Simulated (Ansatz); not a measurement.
A nudged elastic band was laid between two geometries of C₂H₃NS (7 atoms, charge 0, multiplicity 1).

Theory: RKS revPBE-D4/def2-SVP (Ansatz 0.2.0).

```json
{
 "movable images": "9",
 "climbing image": "yes",
 "spring": "5.0 eV/Å²",
 "optimiser": "quadratic models (default)",
 "start path": "IDPP",
 "force threshold": "0.05 eV/Å",
 "iteration limit": "60",
 "end points": "relaxed"
}
```

Image 0:

```xyz
7
Properties=species:S:1:pos:R:3
N -0.033 1.184 -0.172
C 0.347 -0.083 0.349
C 0.088 -1.278 -0.187
S -0.163 -2.683 -0.870
H -0.685 1.092 -0.959
H -0.485 1.764 0.547
H 0.992 -0.063 1.246
```

Image 10:

```xyz
7
Properties=species:S:1:pos:R:3
N -0.609 1.003 0.208
C 0.242 -0.116 0.419
C 0.350 -1.195 -0.359
S 0.413 -2.502 -1.250
H -1.051 0.977 -0.718
H -0.091 1.887 0.286
H 0.808 -0.121 1.368
```

**Question.** Which bonds break or form, and what moves?

**Answer.** No bond is made or broken. The height of N1 over the plane of its neighbours goes from 0.36 to -0.36 Å. The two ends are copies of one structure, up to a mirror image or an exchange of like atoms. The height can change sign by an inversion or by a turn that exchanges like atoms.

**Question.** What energy profile does the band end with?

**Answer.** The forces met the threshold. The highest image is number 5 of 0 to 10, 0.125 eV above the ends, which have the same energy within 2 meV. A vibrational analysis at the climbing image gives one clearly imaginary mode, 560i cm⁻¹: a first-order saddle point.

```
image  path coordinate (Å)  energy (eV)  height of N1 over the plane of its neighbours (Å)
    0                 0.00        0.000                                               0.36
    1                 0.14        0.003                                               0.36
    2                 0.29        0.012                                               0.34
    3                 0.43        0.032                                               0.29
    4                 0.58        0.089                                               0.16
    5                 0.72        0.125                                               0.00
    6                 0.86        0.090                                              -0.16
    7                 1.01        0.032                                              -0.29
    8                 1.15        0.012                                              -0.34
    9                 1.30        0.003                                              -0.36
   10                 1.44        0.000                                              -0.36
```

**Question.** What is the geometry of the highest image?

**Answer.** 
```xyz
7
Properties=species:S:1:pos:R:3:forces:R:3
N -0.379 1.070 -0.015 0.02 -0.01 0.01
C 0.267 -0.113 0.337 -0.01 0.00 0.02
C 0.270 -1.285 -0.307 -0.01 0.00 -0.02
S 0.285 -2.683 -1.055 0.01 -0.01 0.00
H -0.940 1.135 -0.857 0.00 0.00 0.00
H -0.292 1.888 0.576 0.00 0.01 0.00
H 0.850 -0.079 1.275 0.00 0.01 -0.01
```

**Question.** What are the harmonic wavenumbers there?

**Answer.** 560i, 180, 204, 276, 561, 645, 768, 1053, 1206, 1299, 1551, 1832, 3089, 3575, 3708 cm⁻¹.

Run time: 120 s on 1 thread of Intel(R) Xeon(R) Processor @ 2.70GHz, on a shared host, peak memory 0.15 GiB.
